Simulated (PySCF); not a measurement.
Molecule: C$_{3}$H$_{6}$Cl (charge 0, doublet). It need not be the lowest isomer of its formula. 
Structure (B3LYP-D3(BJ)/def2-TZVP (Ansatz) minimum search):
```
C
H 1 1.0835
C 1 1.4524 2 117.79
H 3 1.0847 1 114.16 2 -29.37
H 3 1.0866 4 111.08 1 130.32
C 1 1.4826 2 118.74 3 165.49
H 6 1.0912 1 111.73 2 37.76
H 6 1.0926 7 108.82 1 -123.75
H 6 1.0993 7 106.93 8 -114.92
Cl 3 1.8926 4 103.42 5 109.80
```
Charge 0, spin multiplicity 2.

Dispersion corrections to the total energy (kcal/mol) from the dftd3 and dftd4 libraries through PySCF: D3(BJ) without and D4 with the three-body term, each with the damping fitted for the functional named.

```tsv
functional	D3(BJ)	D4
B2GP-PLYP	-2.55	?
BHLYP	-5.81	-4.57
HSE06	-2.80	?
BP86	-6.84	-5.33
PBE	-4.45	-4.06
HF	-34.70	-15.28
PBE0	-3.79	?
```

Problem. What belongs in the gaps?

Solution. 
- B2GP-PLYP, D4: -1.69
- HSE06, D4: -3.14
- PBE0, D4: -3.40
